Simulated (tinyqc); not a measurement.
Inside a calculation. Method: extended Hueckel theory, for N2+. The parameters take no account of the charge, which enters only through the electron count. One step of it, computed by the program tinyqc.

Task: Mulliken analysis. P = C n C^T; charge = valence electrons (N 5) minus the sum of (P S)_ii on the atom; overlap population = 2 sum P_ij S_ij between two atoms.

coefficients:
```
              MO1        MO2        MO3       MO4        MO5        MO6        MO7        MO8
1N 2s    0.596700   0.636006   0.000000  0.000000  -0.186676   0.000000   0.000000   1.042186
1N 2px   0.000000   0.000000  -0.184968  0.605965   0.000000   0.814086   0.007783   0.000000
1N 2py   0.000000   0.000000   0.605965  0.184968   0.000000  -0.007783   0.814086   0.000000
1N 2pz  -0.002754  -0.344087   0.000000  0.000000   0.643122   0.000000   0.000000   1.095455
2N 2s    0.596700  -0.636006   0.000000  0.000000  -0.186676   0.000000   0.000000  -1.042186
2N 2px   0.000000   0.000000  -0.184968  0.605965   0.000000  -0.814086  -0.007783   0.000000
2N 2py   0.000000   0.000000   0.605965  0.184968   0.000000   0.007783  -0.814086   0.000000
2N 2pz   0.002754  -0.344087   0.000000  0.000000  -0.643122   0.000000   0.000000   1.095455
```

occupations: 2.000000  2.000000  2.000000  2.000000  1.000000  0.000000  0.000000  0.000000

overlap S:
```
            1N 2s    1N 2px    1N 2py     1N 2pz     2N 2s    2N 2px    2N 2py     2N 2pz
1N 2s    1.000000  0.000000  0.000000   0.000000  0.408090  0.000000  0.000000  -0.414307
1N 2px   0.000000  1.000000  0.000000   0.000000  0.000000  0.245620  0.000000   0.000000
1N 2py   0.000000  0.000000  1.000000   0.000000  0.000000  0.000000  0.245620   0.000000
1N 2pz   0.000000  0.000000  0.000000   1.000000  0.414307  0.000000  0.000000  -0.330763
2N 2s    0.408090  0.000000  0.000000   0.414307  1.000000  0.000000  0.000000   0.000000
2N 2px   0.000000  0.245620  0.000000   0.000000  0.000000  1.000000  0.000000   0.000000
2N 2py   0.000000  0.000000  0.245620   0.000000  0.000000  0.000000  1.000000   0.000000
2N 2pz  -0.414307  0.000000  0.000000  -0.330763  0.000000  0.000000  0.000000   1.000000
```

Give: charges; Overlap populations.

Result:

charges: 1N 0.5000, 2N 0.5000

Overlap populations:
```
pair     value
2-1   1.376009
```
